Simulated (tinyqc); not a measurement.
Worked calculation: ROHF in the sto-6g basis, for OH+, spin multiplicity 3. This run ends on a higher stationary point, not on the lowest solution. Computed by tinyqc, a small Python program that keeps every step (integrals from PySCF). Settings: charge = 1, multiplicity = 3, basis = sto-6g, energy threshold = 1e-08, iteration cap = 52, orthogonalisation = symmetric, start = random, DIIS depth = 8, DIIS from iteration = 3, method = ROHF. Command: `OMP_NUM_THREADS=1 python tinyqc.py 31892 31893 out.jsonl` (the two numbers bound the seeds that draw the settings). One thread of a shared host (Intel(R) Xeon(R) Processor @ 2.60GHz), about 0.1 s of CPU time with the checks.

Geometry (angstrom):

| atom | x | y | z |
|---|---|---|---|
| O | 0.000000 | 0.000000 | 0.000000 |
| H | 0.000000 | 0.000000 | 1.218000 |

Stop when the energy changes by less than 1e-08 hartree and every element of the error matrix X^T (F D S - S D F) X is below 3e-05.

Course of the cycle:

| iteration | E (hartree) | change | largest element of the error matrix |
|---|---|---|---|
| 1 | -56.13965939 | - | 1.27e+01 |
| 2 | -74.47245581 | -1.83e+01 | 3.11e-01 |
| 3 | -74.60716805 | -1.35e-01 | 8.05e-02 |
| 4 | -74.61316084 | -5.99e-03 | 2.32e-02 |
| 5 | -74.61790060 | -4.74e-03 | 2.09e-02 |
| 6 | -74.61697413 | 9.26e-04 | 1.92e-02 |
| 7 | -74.61197549 | 5.00e-03 | 4.36e-03 |
| 8 | -74.61198676 | -1.13e-05 | 1.34e-03 |
| 9 | -74.61199505 | -8.29e-06 | 5.06e-04 |
| 10 | -74.61199520 | -1.56e-07 | 8.67e-05 |
| 11 | -74.61199522 | -1.54e-08 | 1.28e-05 |
| 12 | -74.61199522 | 1.21e-10 | 4.12e-06 |

Can the last value be used, and what does the course show?

No, though the log alone does not show it. Converged in 12 iterations. But the solution lies 0.12838 hartree above the reference: it is another stationary point, not the lowest one. Reruns (cap 100 unless said): atomic densities as start, DIIS 8: converged in 7. PySCF ROHF in the same basis = -74.74037357 hartree.
